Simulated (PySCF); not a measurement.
Gas-phase reaction: Si(OH)₄ + 3 H₂O ⇌ H₃SiOH + 6 OH

Method: PySCF energies plus ideal-gas RRHO corrections (1 bar). † marks an energy on the PBE0/def2-TZVP geometry and frequencies; other levels use their own. MP2 and CCSD(T) freeze the core. Open shells (unrestricted): OH (multiplicity 2, electronic degeneracy 4); the rest are closed-shell singlets. Spin-orbit splitting is ignored; it lowers the true energy and changes the entropy of OH. B3LYP is the form with VWN-RPA correlation. H₃SiOH: computed as isolated molecules; such fragments, hydroxides, amides, oligomers or adducts are transient or little studied in the gas. MP2 isn't extrapolated to the basis-set limit; its ΔH°(298 K) is 1951.7 kJ in def2-SVP and 2105.4 kJ in def2-TZVPP. CCSD(T) isn't extrapolated to the basis-set limit; its ΔH°(298 K) is 1803.6 kJ in def2-SVP and 1942.3 kJ in def2-TZVPP. The harmonic model lacks anharmonicity and excited electronic states, which grow with temperature; levels with a mode under 35 cm⁻¹ are left out. Internal rotation in Si(OH)₄, H₃SiOH is treated as a harmonic vibration of one conformer, which makes the entropy rough.

| level | ΔE electronic, kJ | ΔH°(298 K), kJ | ΔS°(298 K), J/K | ΔG°(1800 K), kJ |
|---|---|---|---|---|
| B3LYP/def2-TZVP† | 1950 | 1877 | 467 | 1030 |
| BLYP/def2-TZVP† | 1957 | 1884 | 467 | 1037 |
| CCSD(T)/def2-SVP† | 1877 | 1804 | 467 | 957 |
| CCSD(T)/def2-TZVPP† | 2015 | 1942 | 467 | 1096 |
| M06-2X/def2-TZVP† | 2076 | 2003 | 467 | 1156 |
| MP2/def2-SVP† | 2025 | 1952 | 467 | 1105 |
| MP2/def2-TZVPP† | 2178 | 2105 | 467 | 1259 |
| PBE/def2-SVP | 2022 | 1951 | 463 | 1112 |
| PBE0/def2-SVP† | 1945 | 1872 | 467 | 1025 |
| r2SCAN/def2-TZVP† | 1983 | 1910 | 467 | 1063 |
| LDA/def2-TZVP† | 2419 | 2346 | 467 | 1500 |
ΔH° is lowest at CCSD(T)/def2-SVP† and highest at LDA/def2-TZVP†. No reference value is set beside these.
